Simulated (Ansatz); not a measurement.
Geometry optimisation, Ansatz 0.2.0, RKS PBE-D4/cc-pVDZ.

The input (input.yaml):

```yaml
crystal:
  periodic: [false, false, false]
  atoms:
    - { symbol: Si, position_ang: [0.0, 0.0, 0.0] }
    - { symbol: H, position_ang: [0.0, 0.0, 1.81] }
    - { symbol: H, position_ang: [1.3768, 0.0, -0.4862] }
    - { symbol: Si, position_ang: [-1.0456, 1.8115, -0.7393] }
    - { symbol: H, position_ang: [-2.4302, 1.478, -1.0607] }
    - { symbol: H, position_ang: [-1.0215, 2.8436, 0.2931] }
    - { symbol: H, position_ang: [-0.3743, 2.3069, -1.9374] }
    - { symbol: H, position_ang: [-0.6877, -1.1914, -0.4862] }
    - { symbol: F, position_ang: [-1.7936, 0.0057, 0.596] }
    - { symbol: H, position_ang: [-0.9735, 0.0031, 1.693] }
basis:
  gaussian: { orbitals: cc-pVDZ }
hamiltonian:
  xc: pbe
  dispersion: d4
relax:
  f_tol: 0.15
  max_steps: 25
  restrain:
    - { distance: [0, 8], at: 2.79, k: 30.0 }
    - { distance: [9, 1], at: 1.86, k: 30.0 }
    - { distance: [0, 1], at: 1.46, k: 30.0 }
    - { distance: [9, 8], at: 0.92, k: 30.0 }
```

Command:

```bash
$ ansatz run input.yaml --threads 2 --pin off --max-ram 3072MiB --backend cpu --events-out ev --progress --plain --runs-dir out
```

Problem. Where does it end, and by what steps?

Solution. The run converged. The restraints hold the end off the free minimum; the threshold counts their pulls, which the force column leaves out. Restrained pairs: Si1–F9 (1.89 → 2.80 Å), H2–H10 (0.98 → 1.86 Å), Si1–H2 (1.81 → 1.48 Å), F9–H10 (1.37 → 0.94 Å). After 6 steps the energy has fallen by 2.726 eV (the restraints' own energy left out); F9 moved furthest, 0.83 Å.

| step | energy less start (eV) | largest force component (eV/Å) | accepted |
| --- | --- | --- | --- |
| 0 | 0.0000 | 3.086 | yes |
| 1 | -0.8568 | 4.107 | yes |
| 2 | -1.7411 | 3.794 | yes |
| 3 | -2.2998 | 2.458 | yes |
| 4 | -2.6707 | 0.871 | yes |
| 5 | -2.7208 | 0.755 | yes |
| 6 | -2.7262 | 0.748 | yes |

```xyz
10
Properties=species:S:1:pos:R:3
Si 0.184 -0.067 -0.073
H 0.262 -0.093 1.406
H 1.619 -0.012 -0.547
Si -1.010 1.834 -0.802
H -2.389 1.462 -1.276
H -1.123 2.822 0.334
H -0.272 2.511 -1.934
H -0.420 -1.363 -0.546
F -2.266 0.044 1.273
H -1.532 0.120 1.847
```

The run took 10 s on 2 threads of Arm Neoverse V1, with other jobs on the host, peak memory 0.12 GiB.
